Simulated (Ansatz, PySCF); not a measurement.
RKS-B3LYP/6-31G* against FCI for scans of the kind 'symmetric bend, bond length relaxed': energy range of the profile.

Values in kJ/mol, from Ansatz (a program for electronic structure) and PySCF. Where two bases are given, the first is that of RKS-B3LYP/6-31G*. Full CI is exact in its basis, with frozen cores. Scans on which RKS-B3LYP/6-31G* failed or broke off at a jump of its own curve are missing, so the means are lower bounds.

```
system                             basis  RKS-B3LYP/6-31G*    FCI  RKS-B3LYP/6-31G* − FCI
------------------  --------------------  ----------------  -----  ----------------------
H3 cation singlet       6-31G* / cc-pVTZ             127.4  169.5                   -42.1
H2Si singlet            6-31G* / cc-pVDZ             299.4  278.2                    21.2
H2B cation singlet  6-31G* / aug-cc-pVDZ             434.6  430.5                     4.1
H2O singlet             6-31G* / cc-pVDZ             156.9  153.0                     3.9
H2Mg singlet            6-31G* / cc-pVDZ             307.5  296.0                    11.5
H2Be singlet            6-31G* / cc-pVTZ             378.6  370.4                     8.2
H2Ge singlet           6-31G* / def2-SVP             254.8  234.0                    20.8
H2F cation singlet      6-31G* / cc-pVDZ             192.1  179.8                    12.3
H3 cation singlet       6-31G* / cc-pVQZ             127.4  170.6                   -43.2
H2F cation singlet     6-31G* / def2-SVP             192.5  184.2                     8.4
```

The mean difference from FCI is 0.5 kJ/mol (median 8.3) and the mean absolute one 17.6 kJ/mol (median 11.9); RKS-B3LYP/6-31G* lies above in 8 and below in 2 of 10 cases. It is closest for H2O singlet (3.9), H2B cation singlet (4.1), H2Be singlet (8.2) and furthest off for H3 cation singlet (-43.2), H3 cation singlet (-42.1), H2Si singlet (21.2).
